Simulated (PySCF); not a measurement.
# Scalar relativity in S (sulfur, neutral)

[Ne] 3s2 3p4, high-spin 3P determinant; PBE calculated with PySCF 2.14 in dyall-acv3z (19s12p6d4f, 113 functions), once non-relativistic with a point nucleus and once with spin-free X2C-1e and a Gaussian nucleus.

```
shell  ε non-rel. (eV)  ε X2C (eV)  rms r non-rel. (bohr, spins averaged)  rms r X2C (bohr, spins averaged)  change of radius (%)
 1s α          -2397.5     -2404.7                                 0.1128                            0.1122                 -0.52
 1s β          -2397.2     -2404.5                                 0.1128                            0.1122                 -0.52
 2s α          -210.36     -211.56                                 0.5247                            0.5226                 -0.41
 2s β          -210.10     -211.31                                 0.5247                            0.5226                 -0.41
 2p α          -156.47     -156.42                                 0.4955                            0.4949                 -0.11
 2p β          -156.11     -156.07                                 0.4955                            0.4949                 -0.11
 3s α          -17.920     -18.030                                  1.837                             1.831                 -0.33
 3s β          -15.827     -15.935                                  1.837                             1.831                 -0.33
 3p α           -7.705      -7.692                                  2.263                             2.263                  0.02
 3p β           -6.160      -6.146                                  2.263                             2.263                  0.02
```

The total energy goes from -397.9522 to -399.0479 hartree.

Ionisation energy, S [Ne] 3s2 3p4 (3P) → S⁺ [Ne] 3s2 3p3 (4S) (eV):

| method | non-relativistic | spin-free X2C | shift |
| --- | --- | --- | --- |
| UHF | 9.237 | 9.221 | -0.016 |
| LDA | 10.568 | 10.553 | -0.014 |
| PBE | 10.431 | 10.415 | -0.016 |
| PBE0 | 10.405 | 10.389 | -0.016 |
| r2SCAN | 10.366 | 10.352 | -0.014 |
| MP2 (valence) | 10.012 | 9.998 | -0.014 |
| SCS-MP2 (valence) | 10.095 | 10.082 | -0.013 |
| MP2 (valence and next inner shell) | 10.023 | 10.009 | -0.014 |
| SCS-MP2 (valence and next inner shell) | 10.102 | 10.088 | -0.014 |
| CCSD (valence) | 10.119 | 10.105 | -0.014 |
| CCSD(T) (valence) | 10.160 | 10.146 | -0.014 |

Relativity contracts and stabilises s shells directly. The contracted s shells screen the nucleus better, so for spin-averaged p shells the direct and indirect effects partly cancel.
